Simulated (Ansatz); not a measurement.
# B₂H (doublet): wave-function methods side by side at scale of all distances = 1.000, 6-31G

How much of the correlation energy of B₂H (doublet) does each wave-function method recover here?

Program: Ansatz 0.2.0, Gaussian basis. Level of theory: 6-31G, core rule «outside noble gas», up to 2 orbitals frozen. These are calculated values, not measurements.

The runs, in order: UHF; CCSD(T) on ROHF; CCSD(T) on UHF; BCCD(T) on ROHF; CISD; CCSDT(Q) on ROHF; CCSDT(Q) on UHF; CISDTQ; CCSDTQ on ROHF; CCSDTQ on UHF; CASSCF and MRCISD+Q, 3 electrons in 3 orbitals; CASSCF and NEVPT2, 3 electrons in 3 orbitals; CASSCF and MRCISD+Q, 7 electrons in 9 orbitals; CASSCF and MRCISD+Q(relaxed), 7 electrons in 9 orbitals; CASSCF and NEVPT2, 7 electrons in 9 orbitals; Full CI.

11 further runs of the same task are left out: 9 that didn't finish, 2 set aside as unsound or not needed.

### 1 What is computed

The geometry derives from a PBE0/def2-TZVP stationary point (not a proven minimum). All distances are scaled together.

3 atoms, charge 0, spin multiplicity 2.

Atoms are counted from 1 here; the program's logs count them from 0.

Bond lengths: B1–B2 1.523 Å, B1–H3 1.177 Å. Angles: B2–B1–H3 180.0°.

### 2 UHF

The input, in.yaml:

```yaml
crystal:
  periodic: [false, false, false]
  atoms:
    - {symbol: B, position_ang: [0.000000, 0.000000, 0.115089]}
    - {symbol: B, position_ang: [0.000000, 0.000000, -1.407623]}
    - {symbol: H, position_ang: [0.000000, 0.000000, 1.292533]}
basis:
  gaussian: {orbitals: 6-31G}
magnetization: {spin_polarized: true, initial_magnetization: 1}
hamiltonian: {xc: hf}
output: {orbitals: {seedname: orbitals}}
```

Run with:

```
> ansatz run in.yaml --threads 1 --pin off --events-out ev --progress --plain --max-ram 2393MiB
```

The runs that follow: CCSD(T) on ROHF; CCSD(T) on UHF; BCCD(T) on ROHF; CISD; CCSDT(Q) on ROHF; CCSDT(Q) on UHF; CISDTQ; CCSDTQ on ROHF; CCSDTQ on UHF; CASSCF and MRCISD+Q, 3 electrons in 3 orbitals; CASSCF and NEVPT2, 3 electrons in 3 orbitals; CASSCF and MRCISD+Q, 7 electrons in 9 orbitals; CASSCF and MRCISD+Q(relaxed), 7 electrons in 9 orbitals; CASSCF and NEVPT2, 7 electrons in 9 orbitals; Full CI.

Q: Predict the results of all the runs planned. Wanted: FCI below the RHF energy; RMP2 from FCI; UMP2 from FCI; RCCSD from FCI; RCCSD(T) from FCI; UCCSD(T) from FCI; RCCSDT(Q) from FCI; UCCSDT(Q) from FCI; NEVPT2 valence from FCI.

The runs gave:

| quantity | value |
| --- | --- |
| FCI below the RHF energy | -3.0922 eV |
| RMP2 from FCI | +1005.0 meV |
| UMP2 from FCI | +382.3 meV |
| RCCSD from FCI | +221.6 meV |
| RCCSD(T) from FCI | +134.9 meV |
| UCCSD(T) from FCI | -985.9 meV |
| RCCSDT(Q) from FCI | -1.7 meV |
| UCCSDT(Q) from FCI | -4.0 meV |
| NEVPT2 valence from FCI | +219.6 meV |
| MRCISD+Q valence from FCI | +4.4 meV |
| MRCISD+Q(relaxed) valence from FCI | -1.5 meV |
| levels within 1 kcal/mol (43 meV) | RCCSDT, UCCSDT, CISDTQ, RCCSDT(Q), UCCSDT(Q), RCCSDTQ, UCCSDTQ, MRCISD valence, MRCISD+Q valence, MRCISD+Q(relaxed) valence |
| T1 diagnostic | 0.029 |
| effectively unpaired electrons | 3.03 |

In words: RCCSD(T) misses by +134.9 meV, 4.4 % of the correlation energy. CCSD(T) misses by +134.9 meV on the restricted determinant and by -985.9 meV on the unrestricted one; the two need not hold the same state or core. UCCSD, UCCSD(T), UCCSDT(Q) fall below full CI: unrestricted runs freeze a spin-polarised core, another one than full CI's, and coupled cluster isn't variational. The occupations show strong static correlation (3.0 unpaired electrons where one determinant has 1). Of the multireference levels listed MRCISD+Q(relaxed) valence comes nearest in total energy (-1.5 meV), which doesn't show that its space is the better one. These misses are within one basis, not against nature; the frozen cores of restricted and unrestricted runs differ, which can shift their rows.
